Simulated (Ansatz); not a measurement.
Geometry optimisation, RKS r2SCANh-D4/def2-SVP (Ansatz).

The input (input.yaml):

```yaml
crystal:
  periodic: [false, false, false]
  atoms:
    - { symbol: Si, position_ang: [0.0, 0.0, 0.0] }
    - { symbol: "N", position_ang: [0.0, 0.0, 1.82] }
    - { symbol: H, position_ang: [-0.877, -0.2713, 2.35] }
    - { symbol: H, position_ang: [0.877, 0.2713, 2.35] }
    - { symbol: H, position_ang: [1.3768, 0.0, -0.4862] }
    - { symbol: H, position_ang: [-0.6877, 1.1914, -0.4862] }
    - { symbol: Cl, position_ang: [-1.0032, -1.7381, -0.7093] }
basis:
  gaussian: { orbitals: def2-SVP }
hamiltonian:
  xc: r2scanh
  dispersion: d4
relax:
  f_tol: 0.02
  max_steps: 40
output:
  orbitals: {}
```

Launched with:

```bash
$ ansatz run input.yaml --threads 2 --pin off --max-ram 3072MiB --backend cpu --events-out ev --progress --plain --runs-dir out
```

Problem. Where does it end, and by what steps?

Solution. It converged. After 7 steps the energy has fallen by 0.460 eV; H4 moved furthest, 0.68 Å.

| step | energy less start (eV) | largest force component (eV/Å) | accepted |
| --- | --- | --- | --- |
| 0 | 0.0000 | 2.762 | yes |
| 1 | -0.3112 | 1.301 | yes |
| 2 | -0.3921 | 0.407 | yes |
| 3 | -0.4273 | 0.386 | yes |
| 4 | -0.4366 | 0.265 | yes |
| 5 | -0.4486 | 0.196 | yes |
| 6 | -0.4594 | 0.030 | yes |
| 7 | -0.4596 | 0.010 | yes |

```xyz
7
Properties=species:S:1:pos:R:3
Si -0.010 0.024 0.062
N 0.055 0.142 1.768
H -0.799 0.240 2.304
H 0.744 -0.390 2.287
H 1.370 0.141 -0.464
H -0.917 1.081 -0.444
Cl -0.758 -1.784 -0.674
```

Whether the end is a true minimum wasn't checked by a vibrational analysis.

The run took 17 s on 2 threads of Intel(R) Xeon(R) Platinum 8259CL CPU @ 2.50GHz (Skylake/Cascade Lake), on a shared host, peak memory 0.17 GiB.
